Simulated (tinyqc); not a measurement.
A ladder of methods, and size consistency: correlation methods against full CI in the sto-3g basis, for HF, spin multiplicity 1. Computed by the program tinyqc with PySCF. All electrons correlated; +Q is the Davidson correction (1 - c0^2) E_corr. The last columns treat two copies 100 angstrom apart as one system. FCI is the lowest singlet.

Geometry (angstrom):
```
atom       x       y       z
F     0.0000  0.0000  0.0000
H     0.0000  0.0000  1.1370
```

RHF energy of one = -98.542315 hartree

Correlation energies (hartree):
```
method   E_corr of one  share of FCI (%)  E_corr of two at 100 angstrom  two minus twice one (mhartree)
MP2           -0.02897            61.364                       -0.05794                           0.000
CISD          -0.04721           100.000                       -0.09098                           3.442
CISD+Q        -0.04906           103.930                       -0.09737                           0.759
CCSD          -0.04721           100.000                       -0.09442                           0.000
CCSD(T)       -0.04721           100.000                       -0.09442                           0.000
FCI           -0.04721           100.000                              -                               -
```

What does the comparison show, and why?

MP2 recovers 61 %, CISD 100.0 % and CCSD 100.0 % of the FCI value (c0^2 = 0.961 in CISD). MP2 and coupled cluster are size consistent, so their last column vanishes; CISD loses 3.44 mhartree, since a double excitation on each copy is a quadruple of the pair, and the Davidson correction leaves +0.76. With two electrons, or one virtual orbital, CISD and CCSD are exact for one copy, so +Q overshoots there.
